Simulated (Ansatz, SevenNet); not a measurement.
For Cu2ZnSnS4 (I-4, No. 82), the machine-learned potential SevenNet-l3i5 (trained on PBE and PBE+U data) gives:

```
Quantity                           Value
------------------------------  --------
equilibrium lattice constant a   5.463 Å
lattice parameter c             10.929 Å
```

What does PBE in Ansatz (PAW) give for the same quantities?


- lattice constant a: 5.467 Å (rises by 0.1 %)
- lattice parameter c: 10.936 Å (grows by 0.1 %)

Changes are worked out from the printed values.

Unless a cell is named, each level is at its own relaxed cell (SevenNet-l3i5 20.39, PBE 20.43 Å³/atom).

Ansatz's density-functional and Hartree–Fock values are scalar-relativistic unless marked +SOC, with PAW data made under PBE.

Ansatz is an electronic-structure program.
